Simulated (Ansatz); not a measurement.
# B2H (quartet): the correlation ladder, cc-pVTZ

Aim: climb from Hartree-Fock through coupled cluster and multireference methods for B2H (quartet) at one geometry and basis, and see what each rung misses.

Program: Ansatz 0.2.0, Gaussian basis. Level of theory: cc-pVTZ, core rule «outside noble gas», up to 2 orbitals frozen. These are calculated values, not measurements.

The runs, in order: UHF; CCSD(T) on ROHF; CCSD(T) on UHF; BCCD(T) on ROHF; CCSDT(Q) on ROHF; CCSDT(Q) on UHF; CASSCF and MRCISD+Q, 7 electrons in 9 orbitals; CASSCF and NEVPT2, 7 electrons in 9 orbitals.

22 further runs of the same task are left out: 4 for a known fault of the program, 5 that didn't finish, 13 set aside as unsound or not needed.

## Step 1: The system

The geometry is a PBE0/def2-TZVP stationary point (not a proven minimum).

3 atoms, charge 0, spin multiplicity 4.

Atoms are counted from 1 here; the program's logs count them from 0.

Bond lengths: B1–B2 1.520 Å, B1–H3 1.178 Å. Angles: B2–B1–H3 180.0°.

Coordinates:

| atom | x (Å) | y (Å) | z (Å) |
| --- | --- | --- | --- |
| B1 | 0.0000 | 0.0000 | 0.1141 |
| B2 | 0.0000 | 0.0000 | -1.4064 |
| H3 | 0.0000 | 0.0000 | 1.2923 |

## Step 2: UHF

in.yaml reads:

```yaml
crystal:
  periodic: [false, false, false]
  atoms:
    - {symbol: B, position_ang: [0.000000, 0.000000, 0.114060]}
    - {symbol: B, position_ang: [0.000000, 0.000000, -1.406367]}
    - {symbol: H, position_ang: [0.000000, 0.000000, 1.292307]}
basis:
  gaussian: {orbitals: cc-pVTZ}
magnetization: {spin_polarized: true, initial_magnetization: 3}
hamiltonian: {xc: hf}
output: {orbitals: {seedname: orbitals}}
```

The run is started by

```sh
$ ansatz run in.yaml --threads 1 --pin off --events-out ev --progress --plain --max-ram 2393MiB
```

After this run come: CCSD(T) on ROHF; CCSD(T) on UHF; BCCD(T) on ROHF; CCSDT(Q) on ROHF; CCSDT(Q) on UHF; CASSCF and MRCISD+Q, 7 electrons in 9 orbitals; CASSCF and NEVPT2, 7 electrons in 9 orbitals.

**Question.** What will the summary of the whole plan be? Wanted: UCCSDT(Q) below the RHF energy; RMP2 from UCCSDT(Q); UMP2 from UCCSDT(Q); RCCSD from UCCSDT(Q); RCCSD(T) from UCCSDT(Q); UCCSD(T) from UCCSDT(Q); RCCSDT(Q) from UCCSDT(Q); NEVPT2 valence from UCCSDT(Q); MRCISD+Q valence from UCCSDT(Q).

The runs gave:

| quantity | value |
| --- | --- |
| UCCSDT(Q) below the RHF energy | -4.3003 eV |
| RMP2 from UCCSDT(Q) | +845.1 meV |
| UMP2 from UCCSDT(Q) | +851.4 meV |
| RCCSD from UCCSDT(Q) | +206.5 meV |
| RCCSD(T) from UCCSDT(Q) | +38.3 meV |
| UCCSD(T) from UCCSDT(Q) | +37.9 meV |
| RCCSDT(Q) from UCCSDT(Q) | +0.8 meV |
| NEVPT2 valence from UCCSDT(Q) | +640.8 meV |
| MRCISD+Q valence from UCCSDT(Q) | +14.2 meV |
| levels within 1 kcal/mol (43 meV) | RCCSD(T), UCCSD(T), BCCD(T), RCCSDT, UCCSDT, RCCSDT(Q), MRCISD+Q valence |
| T1 diagnostic | 0.023 |
| effectively unpaired electrons | 3.01 |

What this shows: RCCSD(T) lands +38.3 meV from the yardstick (0.9 % of the correlation energy). One determinant dominates. Of the multireference levels listed MRCISD+Q valence comes nearest in total energy (+14.2 meV), which doesn't show that its space is the better one. These misses are within one basis, not against nature; the frozen cores of restricted and unrestricted runs differ, which can shift their rows.
